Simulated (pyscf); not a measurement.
H₂Si=PH + PH₃ → H₂P–SiH₂–PH₂, gas phase, singlet surface. PySCF, gas phase, ωB97X-D3(BJ)/def2-SVP geometries. Correlated levels are frozen-core, on RHF or UHF. ΔMP2 is the change of the MP2 total energy from the triple- to the quadruple-zeta basis. ΔG in kcal/mol from CCSD(T)/def2-TZVPP + ΔMP2(QZVPP) energies (ideal gas, 1 atm, RRHO with modes under 100 cm⁻¹ raised to 100, one conformer, R ln 2 for chiral ones without a mode under 150 cm⁻¹).

```json
[
 {"T (K)": "298", "ΔG": "-25.5"},
 {"T (K)": "600", "ΔG": "-15.3"},
 {"T (K)": "900", "ΔG": "?"},
 {"T (K)": "1200", "ΔG": "+3.6"}
]
```

Question: Fit a line to the three values, predict ΔG at 900 K, and estimate where the reaction turns unfavourable at 1 atm of each gas.

Answer: Least squares gives ΔG = -34.9 + 32.2 × T/1000 K, so ΔS is about -135 J/(mol K) and ΔH about -34.9 kcal/mol over this range (ΔH at 298 K: -35.8). At 900 K the line gives -5.9; the computed value is -5.6. ΔG = 0 falls near 1080 K; 1 kcal/mol in the energy moves that by 31 K. This is thermodynamics alone and says nothing of the barrier. The CCSD(T) − MP2 part came from Ansatz, without density fitting, on the same reference.
